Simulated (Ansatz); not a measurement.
# Worked example: correlation energy of GeH₄, singlet

Geometry: a PBE0/def2-TZVP stationary point for this spin, not checked as a minimum.

```yaml
atoms:
  - { symbol: Ge, position_ang: [0.0000, 0.0000, 0.0000] }
  - { symbol: H, position_ang: [0.8843, 0.8872, 0.8860] }
  - { symbol: H, position_ang: [-0.8879, -0.8840, 0.8857] }
  - { symbol: H, position_ang: [-0.8838, 0.8845, -0.8892] }
  - { symbol: H, position_ang: [0.8874, -0.8877, -0.8825] }
```

Basis cc-pVDZ; Ansatz 0.2.0. Correlated methods freeze the noble-gas cores and the filled d shells of p-block atoms, which leaves 8 electrons in 33 orbitals. Prefix R: restricted or restricted open-shell reference. No spin–orbit coupling is included, and no scalar relativity.

Full CI is exact within this basis and frozen core; it isn't the basis-set limit.

Runs differ by some tens of microhartree through their thresholds, so steps under 0.03 kcal/mol mean nothing.

```csv
level,total energy (hartree)
RHF,-2077.643380
RMP2,-2077.755853
RCCSD,-2077.785733
RCCSD(T),-2077.788099
RCCSDT,-2077.788657
RCCSDT(Q),-2077.788719
RCCSDTQ,-2077.788731
full CI,-2077.788731
```

Problem. What is the correlation energy at full CI, and what share of it do RMP2 and RCCSD(T) recover?

Solution. E(corr) = -2077.788731 − (-2077.643380) = -0.145351 hartree = -3.955 eV. RMP2: -0.112473 / -0.145351 = 77.38 %. RCCSD(T): -0.144719 / -0.145351 = 99.57 %.

Problem. By how many kcal/mol does RCCSD(T) miss full CI (1 hartree = 627.509 kcal/mol), and which steps make up the rest?

Solution. -2077.788099 − (-2077.788731) = 0.000632 hartree = 0.40 kcal/mol. Steps: RCCSDT − RCCSD(T) = -0.35, RCCSDT(Q) − RCCSDT = -0.04, RCCSDTQ − RCCSDT(Q) = -0.01, full CI − RCCSDTQ = 0.00 kcal/mol. That is within 1 kcal/mol of the reference in this basis, which itself misses far more of the correlation at the basis-set limit.
